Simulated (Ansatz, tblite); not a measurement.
Cost and result up the ladder for AlH2Me (CH₅Al) (7 atoms). The state is a singlet with charge 0. Geometry: PBE-D4/def2-TZVP.

```csv
atom,x (Å),y (Å),z (Å)
Al1,-1.049,-0.129,-0.087
H2,-1.707,-0.445,-1.511
H3,-1.996,-0.062,1.201
C4,0.886,0.137,0.075
H5,1.384,-0.843,0.178
H6,1.162,0.729,0.960
H7,1.320,0.615,-0.816
```

Ansatz on 4 threads of Arm Neoverse V2 on a shared host; xTB runs through tblite on one thread. Times are rough, summed over both states, and most runs start from the orbitals of an earlier one. CCSD(T)/def2-TZVPP serves as the yardstick here, not as an exact answer. The other state is a doublet.

The xTB rows come from tblite. Correlated methods freeze 6 core orbitals. HOMO above LUMO, or a gap near zero within one spin, warns that the state may not be the lowest or that an electron is smeared out.

Run but left out: PBE-D4/def2-TZVP (charge +1 doublet: an occupied level 0.26 eV above an empty one).

Correlated methods converge slowly with the basis.

Raw xTB energies of ions are shifted by several eV.

| level | functions | vertical IE (eV) | difference from CCSD(T)/def2-TZVPP (eV) | remarks |
| --- | --- | --- | --- | --- |
| r2SCAN-D4/def2-TZVP (with forces) | 98 | 10.23 | -0.35 | gap within one spin near zero (+1 doublet) |
| GFN1-xTB | 23 | 14.87 | 4.30 | – |
| CCSD(T)/def2-TZVPP | 143 | 10.58 | 0.00 | – |
| GFN2-xTB | 18 | 13.93 | 3.35 | – |
| PBE0-D4/def2-TZVP | 98 | 10.35 | -0.23 | – |

Task: Estimate how long each takes.

Result: GFN2-xTB 0.004 s; GFN1-xTB 0.006 s; PBE0-D4/def2-TZVP 2.4 s; r2SCAN-D4/def2-TZVP (with forces) 3 s; CCSD(T)/def2-TZVPP 14 s. On shared hardware such times vary by a factor of up to 3.
